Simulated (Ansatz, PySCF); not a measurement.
CH5N, SMILES CN.

Geometry optimised at PBE0-D3(BJ)/def2-TZVP.

Vertical ionisation energy (IE) and electron affinity (EA) in eV. Rows of orbital energies are one-electron estimates. Where ΔSCF, EOM or ADC give a negative EA the extra electron is unbound and the value depends on the basis.

| level | IE | EA |
|---|---|---|
| −ε(HOMO), −ε(LUMO), ωB97X/def2-TZVPD (PySCF) | 9.37 | -2.17 |
| −ε(HOMO), −ε(LUMO), PBE/def2-TZVPD (PySCF) | 5.38 | 0.24 |
| ADC(2)/aug-cc-pVDZ (PySCF) | 8.75 | -0.76 |
| ΔSCF, PBE0/def2-TZVPD (Ansatz), final states of multiplicity 2 and 2 | 9.53 | -1.49 |
| ΔSCF, PBE/def2-TZVPD (Ansatz), final states of multiplicity 2 and 2 | 9.49 | -1.37 |

Question: What vertical singlet–triplet gap does ΔSCF give with PBE0/def2-TZVPD (Ansatz, a first-principles code) and with PBE/def2-TZVPD (Ansatz)? (An estimate is asked for; the answer gives what the named calculation found.)

Answer: 5.67 and 5.53 eV (triplet above singlet where positive).

Computed lowest 1s main lines (those of the lightest heavy element) from CVS-ADC(2)-x/aug-cc-pVDZ (PySCF, non-relativistic), with pole strengths:
292.4 eV (1.53).

Question: Beyond the first one, list the lowest photoelectron lines from ADC(2)/aug-cc-pVDZ run with PySCF with their pole strengths (two spins summed). (An estimate is asked for; the answer gives what the named calculation found.)

Answer: 12.90 eV (1.83), 13.69 eV (1.79), 14.79 eV (1.79), 16.37 eV (1.79), 21.83 eV (1.75).
